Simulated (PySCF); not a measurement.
Dissociation curve of F2, singlet.

Levels of theory: RCCSD = CCSD on RHF/cc-pVDZ, 2 core orbitals frozen (PySCF); RKS-BHandHLYP = restricted BHandHLYP/cc-pVDZ in PySCF; UCCSD = CCSD on UHF/cc-pVDZ, 2 core orbitals frozen run with PySCF 2.14.0.

Energies are in kcal/mol, each relative to the lowest point of its own curve near equilibrium.

```csv
R / Å,RCCSD,RKS-BHandHLYP,UCCSD
1.03,140.9,127.3,140.0
1.10,78.8,67.6,78.0
1.17,40.7,31.8,39.9
1.25,16.0,9.9,15.2
1.29,8.8,4.2,8.0
1.32,5.1,1.7,4.2
1.38,0.9,0.0,0.5
1.42,0.0,0.9,0.0
1.45,0.1,2.3,0.4
1.51,1.6,6.8,2.4
1.58,5.0,13.9,6.2
1.70,12.7,28.7,13.0
1.86,23.6,49.8,18.6
2.07,35.1,75.6,20.8
2.27,42.3,96.3,21.1
2.49,46.9,114.1,21.0
2.73,49.6,128.5,20.8
3.03,51.1,140.8,21.0
3.38,51.9,149.7,21.1
3.67,52.1,154.2,21.2
4.09,—,158.1,21.2
4.77,—,161.5,21.2
5.47,—,163.8,21.2
```

At the longest distance, 5.47 Å, RKS-BHandHLYP lies highest above its minimum (163.8 kcal/mol) and UCCSD lowest (21.2 kcal/mol).

Dashes: no converged value, or the column stops at the first point that the program doubted or that broke a chosen test of continuity, which isn't proof of a fault.

The restricted form behind RKS-BHandHLYP keeps the bonding electrons paired and can't separate into open-shell fragments. The unrestricted determinant behind UCCSD is spin-contaminated at 1.38 to 5.47 Å (<S²> up to 1.0, against 0.00 for a pure singlet).
